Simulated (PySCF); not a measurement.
Compound: C5H11P.
Atom-mapped SMILES: `[CH3:1][C@@H:2]1[C@H:3]([CH3:4])[P:5]1[CH3:6]`

Geometry (GFN2-xTB, Å), atoms numbered from 1 in this order:
```
atom  x, y, z in Å
C1     0.007    2.049   -0.146
C2    -0.355    0.662    0.324
C3     0.626   -0.477    0.185
C4     1.982   -0.246   -0.435
P5    -0.866   -0.629   -0.912
C6    -1.937   -1.706    0.163
H7     0.435    2.027   -1.145
H8     0.734    2.498    0.531
H9    -0.878    2.682   -0.169
H10   -0.926    0.669    1.250
H11    0.659   -1.164    1.026
H12    1.897    0.274   -1.386
H13    2.481   -1.197   -0.612
H14    2.607    0.351    0.230
H15   -1.748   -1.540    1.222
H16   -2.982   -1.492   -0.056
H17   -1.744   -2.749   -0.081
```

Probes without a nucleus sit at each ring's centroid and 1 Å off its mean plane on both sides; NICS is minus the shielding there, NICSzz its component along the normal. Level: GIAO PBE0/pcSseg-1 (PySCF, non-relativistic, gas phase) on the GFN2-xTB geometry, one conformer.

Ring bond lengths (Å), with Mayer bond orders in brackets: C2–C3 1.510 (0.91), C3–P5 1.858 (0.91), P5–C2 1.859 (0.91).

Task: What do the NICS probes read (ppm)?

Result: 
```csv
ring,type,NICS(0),"NICS(1), two faces","NICS(1)zz, two faces",rms pucker (Å),"centre to ring atoms, mean (Å)"
C2–C3–P5,3-membered ring with P; formal bonds all single,-40.0,-9.6 / -9.2,-24.0 / -22.1,0.00,1.01
```

Task: What can be read from them?

Result: 
- C2–C3–P5: mean NICS(1)zz -23.0 ppm, shielded. C2, C3 have four or more neighbours, so the value isn't read as a sign of a π ring current. NICS(0) lies 31 ppm below the mean NICS(1).

Task: Give the inner angles of the rings and the Hirshfeld charges of the ring atoms.

Result: 
- C2–C3–P5: C2 66.0° (-0.070 e), C3 66.1° (-0.071 e), P5 47.9° (+0.102 e); sum 180.0° against 180° for a flat convex ring.
